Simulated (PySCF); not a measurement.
Two species compared at the same levels of theory.

First species: CH3BH2, CH5B.
SMILES with atom numbers: `[BH2:1][CH3:2]` (hydrogens: H3, H4 on B1; H5, H6, H7 on C2)

Second species: C6H13PSe.
SMILES with atom numbers: `[CH2:1]=[CH:2][P@@:3]([CH3:4])(=[Se:5])[CH:6]([CH3:7])[CH3:8]` (hydrogens: H9, H10 on C1; H11 on C2; H12, H13, H14 on C4; H15 on C6; H16, H17, H18 on C7; H19, H20, H21 on C8)

Levels: CAM-B3LYP/def2-SVPD for dipole moment, HOMO energy, LUMO energy, HOMO–LUMO gap, static isotropic polarisability and electronic spatial extent ⟨r²⟩ about the centre of nuclear charge; TDDFT CAM-B3LYP/def2-SVPD for lowest singlet excitation; TDA CAM-B3LYP/def2-SVPD for lowest triplet excitation (Tamm–Dancoff); ΔSCF CAM-B3LYP/def2-SVPD for vertical ionisation energy; PBE0-D3(BJ)/def2-SVP for rotational constant A and rotational constant C. Geometries: PBE0-D3(BJ)/def2-SVP. All species are isolated and taken at one optimised geometry, non-relativistic unless stated; the electronic structure was computed with PySCF and density fitting.

The conformers computed, where there is a choice (atom-mapped SMILES and torsion angles):
- `[CH2:1]=[CH:2][P@@:3]([CH3:4])(=[Se:5])[CH:6]([CH3:7])[CH3:8]`: C1–C2–P3–C4 -130°, C2–P3–C6–C7 48°

| property | column X | column Y |
| --- | --- | --- |
| dipole moment | 5.06 D | 0.69 D |
| HOMO energy | -7.08 eV | -10.45 eV |
| LUMO energy | 0.30 eV | -0.09 eV |
| HOMO–LUMO gap | 7.38 eV | 10.36 eV |
| lowest singlet excitation | 4.61 eV | 5.83 eV |
| lowest triplet excitation (Tamm–Dancoff) | 4.23 eV | 5.16 eV |
| static isotropic polarisability | 127.8 au | 29.8 au |
| vertical ionisation energy | 7.79 eV | 11.82 eV |
| electronic spatial extent ⟨r²⟩ about the centre of nuclear charge | 1774 bohr² | 106 bohr² |
| rotational constant A | 1.400 GHz | 94.415 GHz |
| rotational constant C | 0.704 GHz | 19.632 GHz |

Problem. Which column belongs to which species?

Solution. Column X is the second species and column Y the first. The first has 7 atoms and 16 electrons, the second 21 and 98.

Problem. How does each property change from the first species to the second?

Solution. dipole moment +4.37 D; HOMO energy +3.37 eV; LUMO energy +0.39 eV; HOMO–LUMO gap -2.98 eV; lowest singlet excitation -1.22 eV; lowest triplet excitation (Tamm–Dancoff) -0.93 eV; static isotropic polarisability +98.0 au; vertical ionisation energy -4.03 eV; electronic spatial extent ⟨r²⟩ about the centre of nuclear charge +1668 bohr²; rotational constant A -93.015 GHz; rotational constant C -18.928 GHz.

On the first: The principal polarisabilities are 25.7, 29.9 and 33.8 au; their mean is the isotropic value. S1 lies 4.53 eV below the HOMO–LUMO gap; its leading configuration is HOMO→LUMO, weight 0.98.

On the second: No computed singlet falls in the visible range (750 to 380 nm, 1.65 to 3.26 eV); S1 lies 1.35 eV above its blue end. In atomic units the dipole is 1.99 e·bohr (1 au = 2.5417 D). The calculation is non-relativistic and has no spin–orbit coupling, an omission that weighs most on selenium.
